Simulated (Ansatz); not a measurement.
Cost and result for the atomization energy of C2H3Si, SMILES `C#C[SiH2]` radical (6 atoms, 5 bonds).

The species carries charge 0 and has multiplicity 2. The geometry is a stationary point of PBE0-D4/def2-TZVP. Program: Ansatz. All runs use 2 threads of a server CPU on a shared host. Times are those of one run each, without the atoms' runs, and a repeat can differ threefold. Electronic energies, without spin–orbit coupling; frozen cores. CCSD(T)/CBS adds CCSD(T) − MP2 in def2-TZVPP to the MP2 limit, and its time is that of the two runs behind it. T1 = 0.030; ⟨S²⟩ of the reference is 0.85. HSE06 is the plane-wave form, built on full-range PBE exchange.

CCSD(T)/CBS is a level of theory with its own doubt, some kJ/mol a heavy atom from the limit and from the frozen cores, so smaller differences don't rank the functionals.

```csv
level,functions,wall time,atomization (kcal/mol),difference from CCSD(T)/CBS,per bond
LDA (SPW92)/def2-TZVPP,146,1 s,599.9,73.6,14.7
CCSD(T)/def2-SVP,61,2 s,499.2,-27.1,-5.4
revPBE-D4/def2-TZVPP,146,2.2 s,528.8,2.5,0.5
PBE-D4/def2-TZVPP (with forces),146,2.5 s,540.9,14.6,2.9
HSE06-D4/def2-TZVPP,146,2.8 s,530.4,4.1,0.8
BHLYP-D4/def2-TZVPP,146,2.8 s,512.9,-13.4,-2.7
PBE-QIDH/def2-TZVPP,146,3.5 s,525.3,-1.0,-0.2
B2PLYP/def2-TZVPP,146,3.8 s,524.7,-1.6,-0.3
ωB97X-V/def2-TZVPP,146,8 s,526.6,0.3,0.1
B97M-V/def2-TZVPP,146,8.5 s,530.6,4.3,0.9
MP2/def2-QZVPP,274,19 s,528.0,1.7,0.3
CCSD(T)/def2-TZVPP,146,35 s,512.7,-13.6,-2.7
CCSD(T)/CBS(def2),–,54 s,526.3,0.0,0.0
```

The D4 term adds +3.8 kcal/mol with B3LYP and +2.0 kcal/mol with PBE0; it sums over pairs of atoms, weighted by their polarisabilities, and B3LYP, whose exchange is more repulsive, gets the larger term. Leaving LDA and LC-ωPBE aside and taking each functional with its dispersion term where it has one, the values spread over 28.0 kcal/mol, from BHLYP-D4 to PBE-D4. LDA lies +61.3 kcal/mol from PBE without D4, its usual overbinding. In def2-TZVPP, CCSD(T) changes the Hartree–Fock value by +122.5 kcal/mol (the triples alone add +9.3 kcal/mol) and MP2 by +129.8 kcal/mol; breaking electron pairs costs correlation energy, which Hartree–Fock lacks.

B3LYP here is the variant with VWN-RPA as its local correlation; programs differ in this.
